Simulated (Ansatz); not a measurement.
Reaction (isomerisation): `FC1CCCO1` → `CC/C(O)=C/F`

Calculated with Ansatz (gas phase, PBE0-D4/def2-TZVP geometries, no zero-point term in ΔE). CBS: MP2 limit from def2 TZ/QZ plus the TZ coupled-cluster correction, frozen cores. DFT in def2-TZVPP. B3LYP here is the variant with VWN-RPA as its local correlation; programs differ in this. One conformer a species, not always the lowest.

`FC1CCCO1`:

Cartesian coordinates in Å:
```
F 0.228 0.584 2.071
C -0.677 0.133 1.113
C -0.501 0.950 -0.147
C 0.683 0.236 -0.791
C 0.441 -1.213 -0.384
O -0.393 -1.168 0.781
H -1.662 0.174 1.584
H -0.329 2.004 0.067
H -1.401 0.856 -0.760
H 0.726 0.362 -1.873
H 1.618 0.605 -0.366
H 1.361 -1.748 -0.140
H -0.096 -1.774 -1.155
```

`CC/C(O)=C/F`:

Cartesian coordinates in Å:
```
C -1.474 -0.380 0.876
C 0.006 -0.018 0.905
C 0.631 -0.034 -0.443
O 0.613 -1.247 -1.047
C 1.156 1.042 -1.018
F 1.699 0.939 -2.256
H -1.888 -0.390 1.887
H -1.624 -1.368 0.438
H -2.039 0.342 0.283
H 0.149 0.973 1.342
H 0.547 -0.728 1.541
H 1.021 -1.163 -1.916
H 1.202 2.032 -0.593
```

Is it downhill or uphill in electronic energy at CCSD(T)/CBS, and by how much? (An estimate is asked.)

The calculation gave: Uphill: ΔE = +13.9 kcal/mol.

What do these levels give: PBE-D4, B3LYP-D4, ωB97X-V, ωB97M-V, MP2/def2-TZVPP, SCS-MP2/def2-TZVPP, CCSD/def2-TZVPP, CCSD(T)/def2-TZVPP, HF/def2-QZVPP, MP2/def2-QZVPP, SCS-MP2/def2-QZVPP, MP2/CBS(def2)? (An estimate is asked.)

Computed: PBE-D4 12.3, B3LYP-D4 11.1, ωB97X-V 17.2, ωB97M-V 14.7, MP2/def2-TZVPP 15.5, SCS-MP2/def2-TZVPP 15.0, CCSD/def2-TZVPP 15.2, CCSD(T)/def2-TZVPP 14.7, HF/def2-QZVPP 14.3, MP2/def2-QZVPP 14.9, SCS-MP2/def2-QZVPP 14.4, MP2/CBS(def2) 14.6 kcal/mol.

Largest T1 diagnostic among the species: 0.012.

From PBE to PBE0 (25 % exact exchange), in def2-TZVPP and without D4, ΔE moves by +3.1 kcal/mol.
